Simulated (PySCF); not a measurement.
C₆H₆.
SMILES with atom numbers: `[CH:1]#[C:2][CH2:3][CH:4]=[C:5]=[CH2:6]` (hydrogens: H7 on C1; H8, H9 on C3; H10 on C4; H11, H12 on C6)

A PySCF run (density fitting, gas phase, GFN2-xTB geometry) gave HOMO -8.53 eV, LUMO -1.94 eV, dipole 0.56 D.

Task: Which of these levels was it?
A. PBE0/pcSseg-1
B. KT3/6-311G**
C. WP04/pcJ-1
D. PBE0/def2-SVPD
E. KT3/IGLO-II

Result: C. It is WP04/pcJ-1. All candidates on this geometry:

| level and settings | kind | basis functions | SCF cycles | E (Eh) | HOMO (eV) | LUMO (eV) | dipole (D) |
| --- | --- | --- | --- | --- | --- | --- | --- |
| KT3/IGLO-II, energy threshold 1e-07 Eh | GGA | 168 | 9 | -236.0480 | -6.29 | -0.84 | 0.61 |
| KT3/6-311G**, start guess atom, damping 0.2 at the start, DIIS from the seventh cycle | GGA | 144 | 22 | -236.0487 | -6.20 | -0.71 | 0.58 |
| WP04/pcJ-1 | global hybrid fitted to proton shifts | 222 | 14 | -237.9629 | -8.53 | -1.94 | 0.56 |
| PBE0/def2-SVPD | global hybrid | 168 | 13 | -231.6588 | -7.48 | 0.07 | 0.60 |
| PBE0/pcSseg-1 | global hybrid | 132 | 13 | -231.7914 | -7.48 | 0.15 | 0.59 |

The nearest other candidate, by the summed differences of HOMO and LUMO, is PBE0/def2-SVPD: its HOMO differs by +1.05 eV and its LUMO by +2.01 eV. Cycle counts include a coarse-grid stage where the run had one. All basis functions are spherical, in the Pople sets too. KT3 and WP04 were designed for NMR shieldings or shifts; total energies of different functionals aren't comparable.

Conformer computed: `[CH:1]#[C:2][CH2:3][CH:4]=[C:5]=[CH2:6]`: C2–C3–C4–C5 123°.
